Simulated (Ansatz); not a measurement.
The cluster Li₃H₃⁺. Charge 1, multiplicity 2. Geometry PBE0-D4/def2-TZVP; atoms count from 1.

Cartesian coordinates in Å:
```
Li 2.219 -0.694 0.735
Li -0.482 1.679 -0.618
Li -1.537 -1.054 -0.048
H 0.547 -0.677 0.333
H 0.898 0.233 0.143
H -1.645 0.513 -0.544
```

In the doublet, H4 and H5 lie 0.99 Å apart (atoms count from 1), so these atoms are partly bonded to each other. Another isomer (doublet) lies 0.79 eV lower at PBE0-D4/def2-TZVP; other spin states weren't run for this one.

**Question.** Estimate the Mulliken populations from the PBE0/def2-TZVP orbitals of Ansatz.

**Answer.** 
```csv
atom,charge (e),spin (α − β)
Li1,0.79,0.14
Li2,0.71,0.07
Li3,0.71,0.07
H4,-0.32,0.36
H5,-0.32,0.36
H6,-0.58,-0.01
```
Mulliken values depend strongly on the basis.

**Question.** Where does the spin sit?

**Answer.** Summed by element: Li 0.29, H 0.71, of 1 unpaired in all. Largest on single atoms: H4 0.36, H5 0.36, Li1 0.14.
